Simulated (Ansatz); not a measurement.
# [AlH$_{2}$···H···BH$_{2}$], doublet: reading a ladder of total energies

Geometry: a point of a hydrogen-transfer path between rigid fragments, not a stationary point.

```xyz
7

Al   -0.9536    0.0000    0.0000
H    -1.7465    1.3734    0.0000
H    -1.7465   -1.3734    0.0000
H     0.5214    0.0000    0.0000
B     2.1594    0.0000    0.0000
H     2.6685    0.0000    1.0770
H     2.6685    0.0000   -1.0770
```

Basis cc-pVDZ; Ansatz 0.2.0. Only valence electrons are correlated (noble-gas cores frozen), which leaves 11 electrons in 51 orbitals. Prefix R: restricted or restricted open-shell reference; prefix U: unrestricted.

Full CI isn't at hand for all of this; UCCSDT(Q) serves as the reference, and is uncertain by about the last step of the cluster series.

Runs differ by some tens of microhartree through their thresholds and, for an open shell, their frozen cores, so steps under 0.03 kcal/mol mean nothing.

```
    level  total energy (hartree)
      UHF             -269.361025
     UMP2             -269.518336
    UCCSD             -269.562305
 UCCSD(T)             -269.565908
   UCCSDT             -269.566855
UCCSDT(Q)             -269.566965
```

Question: What is the correlation energy at UCCSDT(Q), and what share of it do UMP2 and UCCSDT recover?

Answer: E(corr) = -269.566965 − (-269.361025) = -0.205940 hartree = -5.604 eV. UMP2: -0.157311 / -0.205940 = 76.39 %. UCCSDT: -0.205830 / -0.205940 = 99.95 %.

Question: By how many kcal/mol does UCCSD(T) miss UCCSDT(Q) (1 hartree = 627.509 kcal/mol), and which steps make up the rest?

Answer: -269.565908 − (-269.566965) = 0.001057 hartree = 0.66 kcal/mol. Steps: UCCSDT − UCCSD(T) = -0.59, UCCSDT(Q) − UCCSDT = -0.07 kcal/mol. That is within 1 kcal/mol of the reference in this basis, which itself misses far more of the correlation at the basis-set limit.
